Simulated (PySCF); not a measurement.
CH₂F₂, SMILES FCF (connectivity only; charge and spin as stated), charge +1, multiplicity 2. The structure is a stationary point at B3LYP-D3(BJ)/def2-TZVP. The multiplicity is an assumed one; other spin states were not compared.

Computed with B3LYP-D3(BJ)/def2-TZVP (PySCF).

Harmonic wavenumbers (cm⁻¹): 591, 641, 988, 1054, 1104, 1238, 1395, 2119, 2479. Rotational constants (GHz): 55.70, 10.93, 9.610; symmetry number 2.

Q: Work out the zero-point energy and the ideal-gas rigid-rotor harmonic-oscillator thermochemistry at 298.15 K and 1 atm.

A: ZPE = ½ Σ hcν = ½ × 11608 cm⁻¹ = 16.59 kcal/mol. H − E(el) = 19.23 kcal/mol. Entropy in cal/(mol K): translation 37.77, rotation 20.16, vibration 1.14, spin 1.38, total 60.44. G − E(el) = 1.21 kcal/mol. Cp = 11.23 cal/(mol K).
